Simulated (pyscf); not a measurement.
This saddle point was located with ωB97X-D3(BJ)/def2-SVP in PySCF.

```
Si
H 1 1.5208
C 1 1.8733 2 102.97
H 3 1.1001 1 111.70 2 158.45
H 3 1.1023 4 108.25 1 -121.29
H 3 1.1028 4 109.94 5 -117.14
C 1 1.8733 2 102.99 3 127.64
H 7 1.1001 1 111.69 2 -158.33
H 7 1.1023 8 108.24 1 121.27
H 7 1.1028 8 109.94 9 117.13
H 1 1.6707 2 114.96 3 -116.21
H 11 0.9908 1 81.20 2 0.04
H 11 1.1475 12 156.22 1 -0.13
```
Charge 0, spin multiplicity 1.

Surface: singlet, charge 0. Lowest wavenumbers (cm⁻¹): 1668i, 111, 145, 160, 177.

Task: Name the species on either side of this saddle.

Result: H₃C–SiH₂–CH₃ (SMILES C[SiH2]C) + H₂ (SMILES [H][H]) ⇌ H₃C–SiH₂–CH₃ (SMILES C[SiH2]C) + H₂ (SMILES [H][H]), a four-centre exchange read from left to right: H–Si, H–H broken and H–Si, H–H formed. At ωB97M-D3(BJ)/def2-TZVP it lies +66.5 kcal/mol from the left side and +66.5 kcal/mol from the right (each side as separated species at their lowest minima found). At the saddle there is also a short H–Si contact that neither side keeps. This is the saddle that the search found; another between the same sides may lie lower.
